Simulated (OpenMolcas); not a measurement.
# One shape, several levels: CH6Al− ([AlMeH3]-)

Aim: a comparison of 6 runs (HF/3-21G, HF/def2-SVP, B3LYP/6-31G*, PBE/cc-pVTZ, CCSD/def2-TZVP) of CH6Al− ([AlMeH3]-). 

Program for the calculation: OpenMolcas 26.06.

1 further run of the same task is left out (set aside as unsound or not needed).

### Step 1. The molecule

CH6Al−: 8 atoms, total charge -1, spin state singlet. SMILES: `[H][Al-]([H])([H])[CH3]`. The shape comes from GFN2-xTB, which is rough for such elements, and wasn't checked as a minimum.

Bond lengths: Al1–C2 2.049 Å, C2–H3 1.100 Å, C2–H4 1.101 Å, C2–H5 1.101 Å, Al1–H6 1.625 Å, Al1–H7 1.624 Å, Al1–H8 1.626 Å. Some angles: Al1–C2–H3 113.7°, Al1–C2–H4 113.4°, Al1–C2–H5 113.6°, C2–Al1–H6 109.4°, C2–Al1–H7 109.4°, C2–Al1–H8 109.5°, H3–C2–H4 105.1°, H3–C2–H5 105.1°, H4–C2–H5 105.0°, H6–Al1–H7 109.5°.

### Step 2. Energy and forces at HF/3-21G (run 1)

The input, run.input:

```
* CH6Al Hartree-Fock

&GATEWAY
  BASLIB=$CurrDir
  COORD
  8
  angstrom
  Al      -0.002930       0.003230      -0.986600
  C        0.001260      -0.004150       1.062630
  H       -1.002810       0.060270       1.507470
  H        0.563690       0.833970       1.501810
  H        0.450090      -0.909220       1.499150
  H        1.528860      -0.014950      -1.530090
  H       -0.750450       1.341990      -1.520820
  H       -0.787700      -1.311140      -1.533550
  BASIS=3-21G
  GROUP=NoSym

&SEWARD

&SCF
  CHARGE=-1
  THRESHOLDS=1e-10 1e-07 1e-07 1e-05
  PRORBITALS=1 2

&ALASKA
```

The basis set 3-21G is read from a file made from the Basis Set Exchange's data (not shown).

Run with:

```
export MOLCAS_MEM=1860
pymolcas run.input > run.log
```

Log:

```text
--- Start Module: gateway ---
[...]
--- Stop Module: gateway /rc=_RC_ALL_IS_WELL_ ---
[...]
      Basis functions           34
[...]
--- Start Module: scf ---
[...]
       Convergence after  14 Iterations
[...]
::    Total SCF energy                               -281.7106636276
[...]
      Total spin, S                                     0.0000000000
[...]
      Total electronic charge=   26.000000
      Total            charge=   -1.000000
[...]
      Dipole Moment (debye):
      Origin of the operator (angstrom)=   -0.0014    0.0009   -0.3097
                   X=  2.1409E-03               Y= -8.4533E-03               Z=  3.0241E+00           Total=  3.0241E+00
      Center of Charge (angstrom)
[...]
--- Stop Module: scf /rc=_RC_ALL_IS_WELL_ ---
--- Start Module: alaska ---
[...]
 *              Molecular gradients               *
 **************************************************
  Irreducible representation: a
 ------------------------------------------------------------------------------------------
                              X                       Y                       Z
 ------------------------------------------------------------------------------------------
  AL1              -1.41743471166206E-04    3.86955393854433E-04   -1.17558271715565E-02
  C2               -4.91749960380940E-04   -2.43701446272990E-05   -1.80771696174609E-02
  H3               -1.65157104165203E-03    1.11436628589395E-04    5.64997986918891E-03
  H4                1.25838516346155E-03    1.64160633701615E-03    5.63909741186808E-03
  H5                8.28932763746404E-04   -1.73435079742101E-03    5.69417429618135E-03
  H6               -9.25706050281638E-03    1.66604777880063E-04    4.25505520645930E-03
  H7                4.69792160383298E-03   -8.43710354799931E-03    4.34687677923895E-03
  H8                4.75688544496733E-03    7.88922135270842E-03    4.24781322609991E-03
[...]
--- Stop Module: alaska /rc=_RC_ALL_IS_WELL_ ---
[...]
```

Run time: 1.6 s. Hardware: 1 thread of Arm Neoverse V2, shared host; peak memory 0.37 GiB.

### Step 3. Energy and forces at HF/def2-SVP (run 2)

The input, test.inp:

```
&gateway
  baslib = $CurrDir
  basisset
  Al.def2-SVP....
  Al1 -0.002930 0.003230 -0.986600 angstrom
  End of Basis
  basisset
  C.def2-SVP....
  C2 0.001260 -0.004150 1.062630 angstrom
  End of Basis
  basisset
  H.def2-SVP....
  H3 -1.002810 0.060270 1.507470 angstrom
  H4 0.563690 0.833970 1.501810 angstrom
  H5 0.450090 -0.909220 1.499150 angstrom
  H6 1.528860 -0.014950 -1.530090 angstrom
  H7 -0.750450 1.341990 -1.520820 angstrom
  H8 -0.787700 -1.311140 -1.533550 angstrom
  End of Basis

&seward

&scf
  charge = -1
  thresholds = 1e-10 1e-07 1e-07 1e-05
  prorbitals = 1 1

&alaska
```

The basis set def2-SVP is read from a file made from the Basis Set Exchange's data (not shown).

Run with:

```
export MOLCAS_MEM=1860
pymolcas test.inp > test.log
```

Log:

```text
--- Start Module: gateway ---
[...]
--- Stop Module: gateway /rc=_RC_ALL_IS_WELL_ ---
[...]
      Basis functions           62
[...]
--- Start Module: scf ---
[...]
       Convergence after  15 Iterations
[...]
::    Total SCF energy                               -283.1716103465
[...]
      Total spin, S                                     0.0000000000
[...]
      Total electronic charge=   26.000000
      Total            charge=   -1.000000
[...]
      Dipole Moment (debye):
      Origin of the operator (angstrom)=   -0.0014    0.0009   -0.3097
                   X=  1.3177E-03               Y= -8.1544E-03               Z=  2.9904E+00           Total=  2.9904E+00
      Center of Charge (angstrom)
[...]
--- Stop Module: scf /rc=_RC_ALL_IS_WELL_ ---
[...]
--- Start Module: alaska ---
[...]
 *              Molecular gradients               *
 **************************************************
  Irreducible representation: a
 ------------------------------------------------------------------------------------------
                              X                       Y                       Z
 ------------------------------------------------------------------------------------------
  AL1              -1.43161009331309E-04    3.32626497378473E-04   -7.48432379186159E-03
  C2               -4.53732804902033E-04   -5.11996279139414E-05   -6.98628256856848E-03
  H3                1.64661698496982E-03   -7.47615307361560E-05    2.54902676778523E-03
  H4               -5.73723006940030E-04   -1.09768941982313E-03    2.60372127383146E-03
  H5               -6.59256067661262E-04    1.22066853502156E-03    2.63952435867343E-03
  H6               -5.59378499127527E-03    1.39030981077287E-04    2.19718235043942E-03
  H7                2.88768369249603E-03   -5.21332174984668E-03    2.30072325953512E-03
  H8                2.88935720266847E-03    4.74464631486304E-03    2.18042835016341E-03
[...]
--- Stop Module: alaska /rc=_RC_ALL_IS_WELL_ ---
[...]
```

Run time: 2.9 s. Hardware: 1 thread of Arm Neoverse V2, shared host; peak memory 0.4 GiB.

Runs 3 to 5 aren't shown in full; the table further down has their settings and results.

### Step 4. A single-point energy at CCSD/def2-TZVP (Cholesky decomposition) (run 6)

The input, test.input:

```
* CH6Al CCSD

&GATEWAY
  BasLib = $CurrDir
  Coord
  8
  angstrom
  Al      -0.002930       0.003230      -0.986600
  C        0.001260      -0.004150       1.062630
  H       -1.002810       0.060270       1.507470
  H        0.563690       0.833970       1.501810
  H        0.450090      -0.909220       1.499150
  H        1.528860      -0.014950      -1.530090
  H       -0.750450       1.341990      -1.520820
  H       -0.787700      -1.311140      -1.533550
  Basis = def2-TZVP
  Group = NoSym

&SEWARD
  High

&SCF
  Charge = -1
  Thresholds = 1e-10 1e-07 1e-07 1e-05
  PrOrbitals = 1 1

&CHCC
  Frozen = 6
  Threshold = 1e-08
  MaxIterations = 80
```

The basis set def2-TZVP is read from a file made from the Basis Set Exchange's data (not shown).

Run with:

```
export MOLCAS_MEM=1860
pymolcas test.input > test.log
```

Log:

```text
--- Start Module: gateway ---
[...]
--- Stop Module: gateway /rc=_RC_ALL_IS_WELL_ ---
[...]
      Basis functions          104
[...]
--- Start Module: scf ---
[...]
       Convergence after  17 Iterations
[...]
::    Total SCF energy                               -283.3010765606
[...]
      Total spin, S                                     0.0000000000
[...]
      Total electronic charge=   26.000000
      Total            charge=   -1.000000
[...]
      Dipole Moment (debye):
      Origin of the operator (angstrom)=   -0.0014    0.0009   -0.3097
                   X=  8.7709E-04               Y= -7.8353E-03               Z=  2.8988E+00           Total=  2.8988E+00
      Center of Charge (angstrom)
[...]
--- Stop Module: scf /rc=_RC_ALL_IS_WELL_ ---
[...]
--- Start Module: chcc ---
[...]
--- Stop Module: chcc /rc=_RC_ALL_IS_WELL_ ---
[...]
```

It took 1.9 min on 1 thread of Arm Neoverse V2, shared host.

### Step 5. All runs side by side

```tsv
run	level	integration grid	Cartesian functions	energy (Eh)	HOMO energy (eV)	LUMO energy (eV)	HOMO–LUMO gap (eV)	wall time
1	HF/3-21G	–	no	-281.710664	-5.00	9.17	14.17	1.6 s
2	HF/def2-SVP	–	no	-283.171610	-5.21	8.73	13.94	2.9 s
3	B3LYP/6-31G* (spherical functions)	UltraFine	no	-284.168846	-1.64	5.88	7.52	14 s
4	B3LYP/6-31G* (Cartesian functions)	UltraFine	yes	-284.171099	-1.65	5.87	7.52	14 s
5	PBE/cc-pVTZ	UltraFine	no	-283.976423	-0.97	4.67	5.64	97 s
6	CCSD/def2-TZVP (Cholesky decomposition)	–	no	-283.630015	-5.31	7.32	12.63	1.9 min
```

### Step 6. Outcome

| quantity | value |
| --- | --- |
| run 6: total energy | -283.63001 Eh |
| run 6: HOMO energy (Hartree–Fock orbitals) | -5.31 eV |
| run 6: LUMO energy (Hartree–Fock orbitals) | 7.32 eV |
| run 6: HOMO–LUMO gap (to an unbound level, set by the basis) | 12.63 eV |
| run 6: correlation energy (6 core orbitals frozen) | -328.9 mEh |

**Reading.** Over runs 1, 2, 3, 4, 5 the HOMO–LUMO gap runs from 5.64 eV (PBE/cc-pVTZ) to 14.17 eV (HF/3-21G). The two ends differ in method and basis. The empty levels of an anion lie above zero and hang on the basis. Totals of different functionals can't be ranked against each other. All runs together took 4 min, the longest 1.9 min.
